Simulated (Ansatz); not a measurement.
Process, species as SMILES: [SiH4] (SiH4) → [SiH3] (SiH3) + H atom
B3LYP-D3(BJ)/def2-TZVP geometries, fixed; electronic energies without zero-point terms.
Largest species:
```
Si
H 1 1.4803
H 1 1.4803 2 109.47
H 1 1.4803 2 109.47 3 -120.00
H 1 1.4803 2 109.47 4 -120.00
```

Basis-set convergence of the bond dissociation energy at CCSD(T) with Ansatz (a program for electronic structure). Cartesian d functions, on some or all atoms, in 6-31G*, 6-31G**, 6-311+G**; all else is spherical. Cores are frozen. Open shells are unrestricted. No added dispersion term, no relativity. Functions are those of the species that has most. Reference: Hartree-Fock in aug-cc-pV(Q+d)Z plus the correlation part extrapolated as X^-3 from aug-cc-pV(T+d)Z and aug-cc-pV(Q+d)Z, 96.71 kcal/mol, itself unsure by roughly 0.22 kcal/mol (a third of the extrapolation step and of the last Hartree-Fock step).

```tsv
basis	functions	bond dissociation energy (kcal/mol)
STO-3G	13	117.77
6-31G*	27	86.18
def2-SVP	38	92.26
pcseg-1	38	91.79
6-31G**	39	91.81
cc-pV(D+d)Z	43	(withheld)
6-311+G**	55	93.15
def2-TZVP	61	(withheld)
aug-pcseg-1	63	92.06
aug-cc-pV(D+d)Z	68	(withheld)
pcseg-2	90	96.30
cc-pV(T+d)Z	95	95.22
def2-TZVPPD	116	95.37
6-311++G(3df,3pd)	119	(withheld)
def2-QZVPP	190	96.19
pcseg-3	196	96.23
def2-QZVPPD	208	96.19
cc-pV(5+d)Z	320	96.41
```

Question: Fill in the missing entries.

Answer: 
- cc-pV(D+d)Z, bond dissociation energy (kcal/mol): 92.19
- def2-TZVP, bond dissociation energy (kcal/mol): 93.65
- aug-cc-pV(D+d)Z, bond dissociation energy (kcal/mol): 92.40
- 6-311++G(3df,3pd), bond dissociation energy (kcal/mol): 95.40
